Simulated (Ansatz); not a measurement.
## Ansatz (development build ahead of 0.2.0) run

```yaml
crystal:
  periodic: [false, false, false]
  atoms:
    - { symbol: "N", position_ang: [0.0, 0.0, -0.65802] }
    - { symbol: O, position_ang: [0.0, 0.0, 0.57577] }
basis:
  gaussian: { orbitals: cc-pVDZ }
magnetization:
  spin_polarized: true
  initial_magnetization: 1
hamiltonian:
  xc: hf
```

The input is written out in the form of the current development build from the run's settings.

Output:

* Converged: yes
* Total energy: -129.24526 hartree
* Spin squared of the determinant: 1.154

Caution: the unrestricted determinant is spin contaminated.
